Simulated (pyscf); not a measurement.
PySCF, gas phase, ωB97X-D3(BJ)/def2-SVP geometries. Correlated levels are frozen-core, on RHF or UHF. ΔMP2 is the change of the MP2 total energy from the triple- to the quadruple-zeta basis.

Problem. How much does it cost (ΔH, 298 K, CCSD(T)/def2-TZVPP + ΔMP2(QZVPP)) to split `[OH][BH][AsH2]` at its B–O bond into OH• + [HB–AsH₂]•?

Solution. B–O to OH• + [HB–AsH₂]•: 6.32 eV. The radicals are drawn with the spin at the cut bond; how far it spreads was not checked. [HB–AsH₂]• lies 1.33 eV over its isomer H₂B–AsH•, and others may lie lower still (electronic energy, ωB97M-D3(BJ)). The CCSD(T) − MP2 part came from Ansatz, without density fitting, on the same reference. The frozen core leaves the outer d or s,p core shells of the metals and heavy elements correlated in the MP2 and CC values, and def2-TZVPP describes them poorly, which can shift differences by a few kcal/mol. Left out: the spin-orbit lowering of OH. Elements up to Kr have no core potential and no relativistic terms here.
